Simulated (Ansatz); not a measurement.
bcc V, treated with Hartree–Fock (plane waves, PAW; Ansatz, a program for electronic structure).

The input as run:

Ansatz 0.2 input:
```yaml
crystal:
  lattice:
    - [-1.5022691931, 1.5022691931, 1.5022691931]
    - [1.5022691931, -1.5022691931, 1.5022691931]
    - [1.5022691931, 1.5022691931, -1.5022691931]
  atoms:
    - { symbol: V, position: [0.0, 0.0, 0.0] }
basis:
  ecutwfc: 460
  ecutrho_ratio: 4
  xc_grid: 2
kpoints:
  mp_grid: { grid: [14, 14, 14] }
hamiltonian:
  xc: hf
  dispersion: none
  pseudopotentials: { kind: paw }
scf:
  occupations: { method: fermi_dirac, width: 0.05 }
  convergence: { dr2_threshold: 0.0000000001 }
output:
  forces: false
  stress: true
  eigenvalues: true
```

Excerpt of the program's output:

```
WARN output.stress: scf.exx.energy_threshold = 1e-6 eV is looser than the 1e-8 eV advised for a stress under a hybrid functional (1e-8 eV for each atom of the …
Crystal: 1 atoms, lattice volume = 13.561 Å³
Basis set: ecut = 460 eV, 321 PW (Γ), exchange–correlation on 40×40×40 points (8 copies of the dense FFT grid, shifted against one another)
Bands: 11, of which v1, the nominal top of the filled ones, is band 7 counted from 1 (6 counted from 0)
Symmetry: 48 space group operations
Space group: Im-3m (ITA 229), of the structure as read, at distance tolerance 2.4e-5 Å
k-points: 104 of 2744
Functional: x = pbe(κ = 0.804, μ = 0.2195149727645171), c = none, warm-up for x = 0 pbe(κ = 0.804, μ = 0.2195149727645171) + 1 exact, c = none
SCF iter   1: F=—  HF=-2884.427157 eV  |F-HF|=—  |Δ(HF+E_count)|=         —  Δρ=6.04e-3  dr2=3.32e-3
SCF iter   2: F=—  HF=-2884.427222 eV  |F-HF|=—  |Δ(HF+E_count)|=   6.48e-5  Δρ=2.98e-3  dr2=3.24e-4
  ...
SCF 1 converged in 7 iterations: F = -2884.427320 eV  dr2 = 9.72e-11
Crystal: 1 atoms, lattice volume = 13.561 Å³
Initial density: handed on by an earlier stage of this run
Functional: x = 0 pbe(κ = 0.804, μ = 0.2195149727645171) + 1 exact, c = none
  ...
SCF 9 converged in 5 iterations: F = -2879.832533 eV  dr2 = 1.92e-11
Crystal: 1 atoms, lattice volume = 13.561 Å³
SCF 10 converged in 5 iterations: F = -2879.858661 eV  dr2 = 1.17e-11
Crystal: 1 atoms, lattice volume = 13.561 Å³
SCF 11 converged in 5 iterations: F = -2879.879563 eV  dr2 = 3.02e-12
Crystal: 1 atoms, lattice volume = 13.561 Å³
SCF 12 converged in 5 iterations: F = -2879.905003 eV  dr2 = 1.86e-11
Crystal: 1 atoms, lattice volume = 13.561 Å³
SCF 13 converged in 5 iterations: F = -2879.911663 eV  dr2 = 6.69e-12
Crystal: 1 atoms, lattice volume = 13.561 Å³
SCF 14 converged in 5 iterations: F = -2879.931758 eV  dr2 = 1.78e-11
Crystal: 1 atoms, lattice volume = 13.561 Å³
SCF 15 converged in 6 iterations: F = -2879.957704 eV  dr2 = 2.51e-13
Crystal: 1 atoms, lattice volume = 13.561 Å³
SCF 16 converged in 5 iterations: F = -2879.968225 eV  dr2 = 4.16e-11
Crystal: 1 atoms, lattice volume = 13.561 Å³
Crystal: 1 atoms, lattice volume = 13.561 Å³
Crystal: 1 atoms, lattice volume = 13.561 Å³
SCF iter   3: F=—  HF=-2879.968544 eV  |F-HF|=—  |Δ(HF+E_count)|=  7.27e-10  Δρ=1.00e-6  dr2=1.16e-10
SCF iter   4: F=-2879.968544 eV  HF=-2879.968544 eV  |F-HF|=1.46e-11  |Δ(HF+E_count)|=  3.23e-11  Δρ=4.12e-7  dr2=3.38e-11
SCF 19 converged in 4 iterations: F = -2879.968544 eV  dr2 = 3.38e-11
Free energy (F): -2879.968544 eV
Internal energy: -2879.968085 eV  (E = F + TS)
E sigma→0 (E₀):  -2879.968314 eV
Fermi energy:    17.587773 eV
--- Stress (GPa, compression-positive) ---
       -0.010198       0.000000       0.000000
       -0.000000      -0.010198       0.000000
        0.000000       0.000000      -0.010198
  P = ⅓ Tr σ = -0.0102 GPa (-0.102 kbar)
```

The PAW data were made under PBE.
